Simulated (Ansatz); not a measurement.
## Bismuth, A7 rhombohedral: convergence with Gaussian smearing

Computed with Ansatz, PBE, scalar-relativistic PAW, on the relaxed cell (a = 4.585 Å, c = 12.140 Å (c/a = 2.648); spin not included). Errors count from a run at 420 eV on a Γ-centred 14×14×14 mesh with Fermi-Dirac smearing of 0.1 eV, extrapolated to zero width. Fixed here: cutoff 420 eV, mesh 8×8×8. The SCF starts from atomic densities corrected by a trained network.

| width (eV) | E(σ→0) error (meV/atom) | F error (meV/atom) | P (GPa) | SCF iterations |
| --- | --- | --- | --- | --- |
| 0.01 | -5.3 | -5.3 | -0.02 | 6 |
| 0.03 | -5.3 | -5.4 | -0.02 | 6 |
| 0.1 | -5.5 | -5.8 | -0.02 | 6 |
| 0.2 | -5.5 | -6.8 | -0.01 | 6 |
| 0.3 | -5.0 | -8.6 | 0.00 | 6 |
| 0.6 | 3.8 | -25.2 | 0.10 | 7 |
| 1.0 | 27.9 | -92.0 | 0.52 | 7 |
